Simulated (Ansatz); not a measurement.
## Ansatz (development build ahead of 0.2.0) run

```yaml
crystal:
  periodic: [false, false, false]
  atoms:
    - { symbol: B, position_ang: [-0.05329, 0.18488, 0.06904] }
    - { symbol: H, position_ang: [0.53824, -2.1818, -0.75956] }
    - { symbol: H, position_ang: [0.5196, 0.9662, -0.58281] }
    - { symbol: H, position_ang: [0.53386, -0.78193, 0.47992] }
    - { symbol: H, position_ang: [-1.26519, 0.20565, 0.31943] }
basis:
  gaussian: { orbitals: def2-SVP }
magnetization:
  spin_polarized: true
  initial_magnetization: 1
hamiltonian:
  xc: hf
output:
  forces: true
```

The input is written out in the form of the current development build from the run's settings.

Results

```
Converged                       : yes
Total energy                    : -26.86131 hartree
Spin squared of the determinant : 0.752
Stability test                  : minimum
```

Forces (eV/Å):
```
atom      Fx      Fy      Fz
  B1  -1.183  -1.141   0.700
  H2   0.010  -0.321  -0.259
  H3   0.202   0.688  -0.383
  H4   0.077   0.452   0.233
  H5   0.894   0.322  -0.291
```
